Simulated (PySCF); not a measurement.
## Energy of Si⁻ (silicon, charge -1) between two integer charges

The 3p alpha orbital of [Ne] 3s2 3p3 is emptied in steps (occupation f), with all orbitals relaxed, ending at [Ne] 3s2 3p2. Calculation: PySCF 2.14, in aug-cc-pV(T+d)Z (6s5p4d2f, 55 functions); the non-relativistic Hamiltonian (point nucleus). The exact energy is a straight line in f; departures are measured from the line between the end points of the same method.

Problem. Among LDA, PBE, PBE0, r2SCAN, LC-wPBE, BHandHLYP, wB97X, B3LYP, r2SCAN0, which shows the largest delocalisation error (convex curve), and which is closest to linear?

Solution. Most convex: LDA (-0.697 eV at f = 0.4); closest to linear: wB97X (0.030 eV).

| f | LDA (eV) | PBE (eV) | PBE0 (eV) | r2SCAN (eV) | LC-wPBE (eV) | BHandHLYP (eV) | wB97X (eV) | B3LYP (eV) | r2SCAN0 (eV) |
| --- | --- | --- | --- | --- | --- | --- | --- | --- | --- |
| 1 | 0.000 | 0.000 | 0.000 | 0.000 | 0.000 | 0.000 | 0.000 | 0.000 | 0.000 |
| 0.8 | -0.442 | -0.434 | -0.301 | -0.405 | 0.054 | -0.166 | 0.022 | -0.327 | -0.279 |
| 0.6 | -0.681 | -0.665 | -0.459 | -0.613 | 0.078 | -0.255 | 0.031 | -0.501 | -0.420 |
| 0.4 | -0.697 | -0.676 | -0.464 | -0.616 | 0.076 | -0.261 | 0.030 | -0.510 | -0.421 |
| 0.2 | -0.474 | -0.457 | -0.312 | -0.412 | 0.051 | -0.177 | 0.019 | -0.345 | -0.281 |
| 0 | 0.000 | 0.000 | 0.000 | 0.000 | 0.000 | 0.000 | 0.000 | 0.000 | 0.000 |

```json
{"method": "LDA", "E(f=0) − E(f=1) (eV)": "1.596", "−ε at f=1 (eV)": "-1.090", "−ε at f=0.4 (eV)": "2.103"}
{"method": "PBE", "E(f=0) − E(f=1) (eV)": "1.494", "−ε at f=1 (eV)": "-1.155", "−ε at f=0.4 (eV)": "2.007"}
{"method": "PBE0", "E(f=0) − E(f=1) (eV)": "1.460", "−ε at f=1 (eV)": "-0.384", "−ε at f=0.4 (eV)": "1.824"}
{"method": "r2SCAN", "E(f=0) − E(f=1) (eV)": "1.532", "−ε at f=1 (eV)": "-0.963", "−ε at f=0.4 (eV)": "2.035"}
{"method": "LC-wPBE", "E(f=0) − E(f=1) (eV)": "1.434", "−ε at f=1 (eV)": "1.796", "−ε at f=0.4 (eV)": "1.366"}
{"method": "BHandHLYP", "E(f=0) − E(f=1) (eV)": "1.153", "−ε at f=1 (eV)": "0.153", "−ε at f=0.4 (eV)": "1.344"}
{"method": "wB97X", "E(f=0) − E(f=1) (eV)": "1.236", "−ε at f=1 (eV)": "1.396", "−ε at f=0.4 (eV)": "1.206"}
{"method": "B3LYP", "E(f=0) − E(f=1) (eV)": "1.346", "−ε at f=1 (eV)": "-0.648", "−ε at f=0.4 (eV)": "1.730"}
{"method": "r2SCAN0", "E(f=0) − E(f=1) (eV)": "1.491", "−ε at f=1 (eV)": "-0.231", "−ε at f=0.4 (eV)": "1.839"}
```

At f = 1 the orbital energy is positive for LDA, PBE, PBE0, r2SCAN, B3LYP, r2SCAN0: only the finite basis holds the electron.

Reference removal energy between the ground levels: 1.390 eV (measured; photodetachment measurements, as compiled on the Wikipedia data page of electron affinities). The calculation has no spin-orbit coupling.
